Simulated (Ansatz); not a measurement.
This script makes a ladder of basis sets of CH₃O (charge -1), SMILES C[O-] with Ansatz 0.2.0 through its Python package.

The script, `ch3o.py`:
```python
'''How the energy of CH3O(-) converges with the basis.'''

from dataclasses import dataclass

import ansatz as az


@dataclass
class RunConfig:
    functional: str = 'B3LYP'
    charge: int = -1


cfg = RunConfig()

geometry_ang = [
    ('C', (0.03316, -0.0266, -0.0081)),
    ('O', (1.02177, -0.82433, -0.25066)),
    ('H', (-1.02276, -0.49108, -0.10185)),
    ('H', (-0.04155, 0.90457, -0.69124)),
    ('H', (0.00937, 0.43745, 1.05184)),
]
molecule = az.Crystal.molecule()
for symbol, xyz in geometry_ang:
    molecule = molecule.atom(symbol, xyz)

calc = (
    molecule.calculation()
    .functional(cfg.functional)
    .charge(cfg.charge)
)

energies = {}
for basis in ['STO-3G', '6-31G', '6-31G*', 'def2-SVP', 'def2-SVPD', 'def2-TZVP', 'def2-TZVPP']:
    summary = calc.basis(gaussian=basis).run(threads=1, backend='cpu').report
    size = summary['n_frozen'] + summary['n_occupied'][0] + summary['n_virtual'][0]
    energies[basis] = (summary['reference_energy_ev'] / 27.211386246, summary['free_energy_ev'] / 27.211386246)
    print(f'{basis:14s} {size:4d} orbitals  reference {energies[basis][0]:14.6f} Ha  total {energies[basis][1]:14.6f} Ha')

last = energies['def2-TZVPP'][1]
for basis, (_, total) in energies.items():
    print(f'{basis:14s} lies {27.211386 * (total - last):9.4f} eV above def2-TZVPP')
```

How far does the total energy move along this ladder of basis sets?

Against STO-3G: 6-31G -1681.6 mHa, 6-31G* -1716.6 mHa, def2-SVP -1635.1 mHa, def2-SVPD -1676.7 mHa, def2-TZVP -1794.8 mHa and def2-TZVPP -1796.4 mHa. The last step alone is -1.56 mHa (these two sets differ little on atoms other than hydrogen).

The run itself:

```console
$ python ch3o.py
STO-3G           13 orbitals  reference    -113.354312 Ha  total    -113.354312 Ha
6-31G            24 orbitals  reference    -115.035879 Ha  total    -115.035879 Ha
6-31G*           36 orbitals  reference    -115.070952 Ha  total    -115.070952 Ha
def2-SVP         43 orbitals  reference    -114.989427 Ha  total    -114.989427 Ha
def2-SVPD        67 orbitals  reference    -115.030993 Ha  total    -115.030993 Ha
def2-TZVP        80 orbitals  reference    -115.149139 Ha  total    -115.149139 Ha
def2-TZVPP      104 orbitals  reference    -115.150698 Ha  total    -115.150698 Ha
STO-3G         lies   48.8822 eV above def2-TZVPP
6-31G          lies    3.1244 eV above def2-TZVPP
6-31G*         lies    2.1700 eV above def2-TZVPP
def2-SVP       lies    4.3884 eV above def2-TZVPP
def2-SVPD      lies    3.2573 eV above def2-TZVPP
def2-TZVP      lies    0.0424 eV above def2-TZVPP
def2-TZVPP     lies    0.0000 eV above def2-TZVPP
```

The drop along the ladder measures the basis error, and is no property of the molecule. The geometry is a force-field or estimated start, not a minimum of this method, and the last set is no limit. Much of the fall in a total is atomic energy, which cancels in bond and reaction energies. b3lyp holds the VWN-RPA fit, as in Gaussian; the form of ORCA and Turbomole is b3lyp5. Totals across families of basis sets mostly measure their core functions. Finished in 4.5 s on 1 thread of Arm Neoverse V1 (shared host), peak memory 0.18 GiB.

(Lines on the test bed's own set-up are left out of the output.)
